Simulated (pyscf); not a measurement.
9 silicon, germanium or tin steps of one kind (elimination, closed-shell): reaction energy in kJ/mol, from the separated reactants or the lowest minimum found. Structures and frequencies: ωB97X-D3(BJ)/def2-SVP in PySCF. Functionals in def2-TZVP; the last column is ωB97M-D3(BJ)/def2-TZVP. Rows were drawn at random from the steps of this kind and element class whose saddle was verified and whose references are stable.

| step | PBE | M06-2X | r²SCAN | ωB97M-D3(BJ) |
|---|---|---|---|---|
| H₃Si–GeH₃ → H₂Si=GeH₂ + H₂ | ? | +201.0 | +199.7 | +211.8 |
| HO–SiH: [singlet] → O=Si: [singlet] + H₂ | +15.6 | +26.4 | +19.4 | +22.3 |
| H₃Si–SH → H₂Si=S + H₂ | +125.3 | +131.0 | +131.7 | +136.6 |
| H₃C–CH(CH₃)–O–Sn(OH)(OH)–OH → HO–Sn(OH)(OH)–OH + H₂C=CH–CH₃ | +62.3 | +80.2 | +77.2 | +71.8 |
| :HSi–PH₂ [singlet] → :Si=PH [singlet] + H₂ | +69.5 | +61.7 | +74.1 | +70.5 |
| H₃Si–SiH₂–GeH₃ -> H₃Si–SiH=GeH₂ + H₂ | +173.2 | +184.8 | +184.9 | +197.1 |
| HS–GeH₃ -> S=GeH₂ + H₂ | +123.5 | +128.4 | +133.2 | +139.9 |
| H₂N–SiH₂–NH₂ -> HN=SiH–NH₂ + H₂ | +199.2 | +218.9 | +210.1 | +218.0 |
| H₃C–CH(CH₃)–O–Ge(OH)(OH)–OH -> HO–Ge(OH)(OH)–OH + H₂C=CH–CH₃ | ? | +77.6 | +73.3 | +70.1 |

Task: Complete the blanks.

Result: 
- H₃Si–GeH₃ → H₂Si=GeH₂ + H₂, PBE: +186.5
- H₃C–CH(CH₃)–O–Ge(OH)(OH)–OH -> HO–Ge(OH)(OH)–OH + H₂C=CH–CH₃, PBE: +58.9

Differences from the last column (kJ/mol): PBE: mean -13.8, median -11.2, mean size 13.8, lower in 9 of 9; M06-2X: mean -3.1, median -5.6, mean size 7.8, lower in 5 of 9; r²SCAN: mean -3.9, median -4.9, mean size 6.6, lower in 6 of 9. PBE is closest for row 5 (1.0 kJ/mol apart) and farthest for row 1 (25.3 kJ/mol). PBE, r²SCAN and M06-2X carry no added dispersion term. The last column is a level with limits of its own. Elements up to Kr have no core potential and no relativistic terms here. Elements past Kr carry the def2 core potentials, without spin-orbit coupling.
